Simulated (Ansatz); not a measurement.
**Other spins and charges of HBO, triplet at one geometry**

Geometry (PBE0/def2-TZVP stationary point for this spin, not checked as a minimum):

```csv
atom,x (Å),y (Å),z (Å)
B,0.0000,-0.2038,0.7317
O,0.0000,0.0840,-0.5793
H,0.0000,0.8523,1.3474
```

Basis 6-31G; Ansatz 0.2.0. Only valence electrons are correlated (noble-gas cores frozen). Prefix R: restricted or restricted open-shell reference; prefix U: unrestricted. Active spaces: valence = (10e, 9o) chosen from the atoms' valence shells.

Gaps are energies of the second state less the first, at fixed atoms, for a selection of the levels run; each method lands on the state that its own search finds for that charge and spin.

Unrestricted rows (U, and Kohn–Sham where it breaks symmetry) aren't spin-pure: their determinants' ⟨S²⟩ exceeds S(S+1) by up to 0.72, so they mix in states of higher spin. For open shells CISD is restricted-active-space CI with the open shells as a complete middle space. A value is left out where its run failed or describes another state than the reference as far as symmetry and spin tell, or, spin-broken singlets apart, can't be checked.

Removing an electron, to the doublet: 9.212 eV at full CI (triplet A', doublet ion A', in Cs).

Large singles or doubles amplitudes warn of static correlation in the HBO⁺ doublet.

| level | gap (eV) | error (meV) |
| --- | --- | --- |
| CISD | 9.331 | 119 |
| RCCSD | 9.265 | 53 |
| RCCSDT(Q) | 9.212 | 0 |
| UCCSDT(Q) | 9.204 | -8 |
| UCCSDTQ | 9.210 | -2 |
| CASSCF (valence space) | 8.628 | -584 |
| MRCISD+Q (valence space) | 9.192 | -20 |
| r2SCAN | 9.763 | 551 |
| PBE0 | 9.721 | 509 |
| B2PLYP | 9.453 | 241 |

Removing an electron, to the quartet: 13.231 eV at full CI (triplet A', quartet ion A'', in Cs).

Large singles or doubles amplitudes warn of static correlation in the HBO⁺ quartet.

```
                   level  gap (eV)  error (meV)
                     RHF    12.232         -999
                     UHF    12.144        -1087
                    RMP2    13.337          106
                    UMP2    13.302           71
                    CISD    13.100         -131
                   RCCSD    13.179          -52
                   UCCSD    13.175          -56
                RCCSD(T)    13.219          -12
                UCCSD(T)    13.218          -13
                 BCCD(T)    13.216          -15
                  RCCSDT    13.229           -2
                  UCCSDT    13.228           -3
               RCCSDT(Q)    13.232            1
               UCCSDT(Q)    13.233            2
                 RCCSDTQ    13.231            0
                 UCCSDTQ    13.231            0
  CASSCF (valence space)    12.837         -394
  NEVPT2 (valence space)    13.131         -100
  MRCISD (valence space)    13.184          -47
MRCISD+Q (valence space)    13.201          -30
                     PBE    13.641          410
                  r2SCAN    13.611          380
                    PBE0    13.604          373
                   B3LYP    13.671          440
                 wB97M-V    13.609          378
                  B2PLYP    13.495          264
                 RPA-PBE    12.954         -277
```

Singlet less triplet: -2.976 eV at full CI (triplet A', singlet A', in Cs).

Large singles or doubles amplitudes warn of static correlation in the HBO singlet.

```json
{"level": "RHF", "gap (eV)": "-0.616", "error (meV)": "2360", "⟨S²⟩ where 0.1 over S(S+1) (first / second)": "– / –"}
{"level": "UHF", "gap (eV)": "-1.264", "error (meV)": "1712", "⟨S²⟩ where 0.1 over S(S+1) (first / second)": "– / 0.72"}
{"level": "RMP2", "gap (eV)": "-3.415", "error (meV)": "-439", "⟨S²⟩ where 0.1 over S(S+1) (first / second)": "– / –"}
{"level": "UMP2", "gap (eV)": "-1.978", "error (meV)": "998", "⟨S²⟩ where 0.1 over S(S+1) (first / second)": "– / 0.72"}
{"level": "CISD", "gap (eV)": "-2.490", "error (meV)": "486", "⟨S²⟩ where 0.1 over S(S+1) (first / second)": "– / –"}
{"level": "RCCSD", "gap (eV)": "-2.751", "error (meV)": "225", "⟨S²⟩ where 0.1 over S(S+1) (first / second)": "– / –"}
{"level": "UCCSD*", "gap (eV)": "-2.773", "error (meV)": "203", "⟨S²⟩ where 0.1 over S(S+1) (first / second)": "– / 0.72"}
{"level": "RCCSD(T)", "gap (eV)": "-2.972", "error (meV)": "4", "⟨S²⟩ where 0.1 over S(S+1) (first / second)": "– / –"}
{"level": "UCCSD(T)*", "gap (eV)": "-2.882", "error (meV)": "94", "⟨S²⟩ where 0.1 over S(S+1) (first / second)": "– / 0.72"}
{"level": "BCCD(T)", "gap (eV)": "-2.973", "error (meV)": "3", "⟨S²⟩ where 0.1 over S(S+1) (first / second)": "– / –"}
{"level": "RCCSDT", "gap (eV)": "-2.958", "error (meV)": "18", "⟨S²⟩ where 0.1 over S(S+1) (first / second)": "– / –"}
{"level": "UCCSDT", "gap (eV)": "-2.962", "error (meV)": "14", "⟨S²⟩ where 0.1 over S(S+1) (first / second)": "– / 0.72"}
{"level": "RCCSDT(Q)", "gap (eV)": "-2.986", "error (meV)": "-10", "⟨S²⟩ where 0.1 over S(S+1) (first / second)": "– / –"}
{"level": "UCCSDT(Q)", "gap (eV)": "-3.018", "error (meV)": "-42", "⟨S²⟩ where 0.1 over S(S+1) (first / second)": "– / 0.72"}
{"level": "RCCSDTQ", "gap (eV)": "-2.975", "error (meV)": "1", "⟨S²⟩ where 0.1 over S(S+1) (first / second)": "– / –"}
{"level": "UCCSDTQ", "gap (eV)": "-2.975", "error (meV)": "1", "⟨S²⟩ where 0.1 over S(S+1) (first / second)": "– / 0.72"}
{"level": "CASSCF (valence space)", "gap (eV)": "-3.109", "error (meV)": "-133", "⟨S²⟩ where 0.1 over S(S+1) (first / second)": "– / –"}
{"level": "NEVPT2 (valence space)", "gap (eV)": "-3.017", "error (meV)": "-41", "⟨S²⟩ where 0.1 over S(S+1) (first / second)": "– / –"}
{"level": "MRCISD (valence space)", "gap (eV)": "-3.008", "error (meV)": "-32", "⟨S²⟩ where 0.1 over S(S+1) (first / second)": "– / –"}
{"level": "MRCISD+Q (valence space)", "gap (eV)": "-3.001", "error (meV)": "-25", "⟨S²⟩ where 0.1 over S(S+1) (first / second)": "– / –"}
{"level": "PBE", "gap (eV)": "-2.903", "error (meV)": "73", "⟨S²⟩ where 0.1 over S(S+1) (first / second)": "– / –"}
{"level": "r2SCAN", "gap (eV)": "-2.510", "error (meV)": "466", "⟨S²⟩ where 0.1 over S(S+1) (first / second)": "– / –"}
{"level": "PBE0", "gap (eV)": "-2.480", "error (meV)": "496", "⟨S²⟩ where 0.1 over S(S+1) (first / second)": "– / –"}
{"level": "B3LYP", "gap (eV)": "-2.630", "error (meV)": "346", "⟨S²⟩ where 0.1 over S(S+1) (first / second)": "– / –"}
{"level": "wB97M-V", "gap (eV)": "-2.822", "error (meV)": "154", "⟨S²⟩ where 0.1 over S(S+1) (first / second)": "– / –"}
{"level": "B2PLYP", "gap (eV)": "-2.671", "error (meV)": "305", "⟨S²⟩ where 0.1 over S(S+1) (first / second)": "– / 0.26"}
{"level": "RPA-PBE", "gap (eV)": "-3.046", "error (meV)": "-70", "⟨S²⟩ where 0.1 over S(S+1) (first / second)": "– / –"}
```

An asterisk marks runs whose energy the program itself flagged as in doubt.

Quintet less triplet: 6.389 eV at full CI (triplet A', quintet A', in Cs).

Large singles or doubles amplitudes warn of static correlation in the HBO quintet.

| level | gap (eV) | error (meV) |
| --- | --- | --- |
| UCCSD | 6.335 | -54 |
| UCCSD(T) | 6.372 | -17 |
| BCCD(T) | 6.371 | -18 |
| RCCSDT | 6.388 | -1 |
| UCCSDT(Q) | 6.390 | 1 |
| RCCSDTQ | 6.389 | 0 |
| NEVPT2 (valence space) | 6.419 | 30 |
| PBE | 6.375 | -14 |
| r2SCAN | 6.186 | -203 |
| B2PLYP | 6.494 | 105 |

In so small a basis the reference is far from its limit while semilocal and hybrid functionals are nearer theirs (RPA and double hybrids share much of the reference's basis error), so the functionals' errors here hold much of the reference's basis and frozen-core error, which can add to them or hide them.

Full CI is exact within this basis and frozen core; it isn't the basis-set limit. The frozen core follows each run's orbitals, which can shift R against U totals by a few meV.
